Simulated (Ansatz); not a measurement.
# The silicon atom (triplet): wave-function methods side by side, 6-31G

How much of the correlation energy of the silicon atom (triplet) does each wave-function method recover here?

The runs use Ansatz 0.2.0, Gaussian basis; 6-31G, correlated electrons: outside noble gas.

The runs, in order: UHF; CCSD(T) on ROHF; CCSD(T) on UHF; BCCD(T) on ROHF; CISD; CCSDT(Q) on ROHF; CCSDT(Q) on UHF; CASSCF and MRCISD+Q, 4 electrons in 4 orbitals; CASSCF and MRCISD+Q(relaxed), 4 electrons in 4 orbitals; CASSCF and NEVPT4(SD), 4 electrons in 4 orbitals; CASSCF and NEVPT2, 4 electrons in 4 orbitals.

**1. The atom**

A free atom, in its lowest state of this spin that the program finds.

1 atom, charge 0, spin multiplicity 3.

In the tables R marks a restricted open-shell determinant and U an unrestricted one; 'valence' is the active space of 4 electrons in 4 orbitals; correlation energies count from the lowest restricted Hartree-Fock solution.

**2. UHF**

Contents of in.yaml:

```yaml
crystal:
  periodic: [false, false, false]
  atoms:
    - {symbol: Si, position_ang: [0.000000, 0.000000, 0.000000]}
basis:
  gaussian: {orbitals: 6-31G}
magnetization: {spin_polarized: true, initial_magnetization: 2}
hamiltonian: {xc: hf}
output: {orbitals: {seedname: orbitals}}
```

Command:

```console
ansatz run in.yaml --threads 1 --pin off --events-out ev --progress --plain --max-ram 2393MiB
```

The runs that follow: CCSD(T) on ROHF; CCSD(T) on UHF; BCCD(T) on ROHF; CISD; CCSDT(Q) on ROHF; CCSDT(Q) on UHF; CASSCF and MRCISD+Q, 4 electrons in 4 orbitals; CASSCF and MRCISD+Q(relaxed), 4 electrons in 4 orbitals; CASSCF and NEVPT4(SD), 4 electrons in 4 orbitals; CASSCF and NEVPT2, 4 electrons in 4 orbitals.

Before running them: what should the planned runs give, taken together? Wanted: correlation energy, UCCSDT(Q); RMP2 from UCCSDT(Q); UMP2 from UCCSDT(Q); RCCSD from UCCSDT(Q); RCCSD(T) from UCCSDT(Q); UCCSD(T) from UCCSDT(Q); RCCSDT(Q) from UCCSDT(Q); NEVPT2 valence from UCCSDT(Q); NEVPT4(SD) valence from UCCSDT(Q).

The runs gave:

| quantity | value |
| --- | --- |
| correlation energy, UCCSDT(Q) | -0.6432 eV |
| RMP2 from UCCSDT(Q) | +23.8 kJ/mol |
| UMP2 from UCCSDT(Q) | +23.8 kJ/mol |
| RCCSD from UCCSDT(Q) | +0.5 kJ/mol |
| RCCSD(T) from UCCSDT(Q) | +0.1 kJ/mol |
| UCCSD(T) from UCCSDT(Q) | +0.1 kJ/mol |
| RCCSDT(Q) from UCCSDT(Q) | 0.0 kJ/mol |
| NEVPT2 valence from UCCSDT(Q) | +11.0 kJ/mol |
| NEVPT4(SD) valence from UCCSDT(Q) | +2.0 kJ/mol |
| MRCISD+Q valence from UCCSDT(Q) | 0.0 kJ/mol |
| levels within 1 kcal/mol (43 meV) | CISD, RCCSD, UCCSD, RCCSD(T), UCCSD(T), BCCD(T), RCCSDT, UCCSDT, RCCSDT(Q), NEVPT4(SD) valence, MRCISD valence, MRCISD+Q valence, MRCISD+Q(relaxed) valence |
| T1 diagnostic | 0.005 |
| effectively unpaired electrons | 2.01 |

RCCSD(T) misses by +0.1 kJ/mol, 0.2 % of the correlation energy. One determinant dominates. Of the multireference levels listed MRCISD+Q valence comes nearest (0.0 kJ/mol). These misses are within one basis and frozen core, not against nature; frozen cores of the runs differ by up to some meV.
